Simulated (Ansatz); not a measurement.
**NHO (singlet): geometry optimisation**

Where does this start of NHO (singlet) end when it is relaxed?

Computed with Ansatz 0.2.0, Gaussian basis. Level: RKS PBE0/def2-TZVP.

**1. The starting structure**

3 atoms, charge 0, spin multiplicity 1.

Atoms are counted from 1 here; the program's logs count them from 0.

Bond lengths: N1–O2 1.262 Å, O2–H3 0.999 Å. Angles: N1–O2–H3 114.3°.

The start was built by rule and, where that kept it together, relaxed with GFN2-xTB. Sticks and bond lists go by distance. 

**2. The run**

The input, in.yaml:

```yaml
crystal:
  periodic: [false, false, false]
  atoms:
    - {symbol: N, position_ang: [-0.705084, 0.039261, -0.002224]}
    - {symbol: O, position_ang: [0.551204, -0.083649, 0.002028]}
    - {symbol: H, position_ang: [1.048642, 0.782194, -0.001276]}
basis:
  gaussian: {orbitals: def2-TZVP}
hamiltonian: {xc: pbe0}
relax: {f_tol: 0.004, max_steps: 80}
```

On the command line:

```bash
$ ansatz run in.yaml --threads 1 --pin off --events-out ev --progress --plain --max-ram 1740MiB
```

**Question.** What will these runs give? Wanted: energy gained; shift from the start; total energy; dipole moment.

The runs gave:

| quantity | value |
| --- | --- |
| steps | 5 |
| energy gained | 0.019 eV |
| shift from the start (rms) | 0.017 Å |
| total energy | -3546.1471 eV |
| dipole moment | 2.63 D |

**Reading.** The bonds of the start are those of the end. N1–O2 went from 1.262 to 1.241 Å. No vibrations were run, so this is a stationary point, not a proven minimum, and this spin need not be the ground state's.
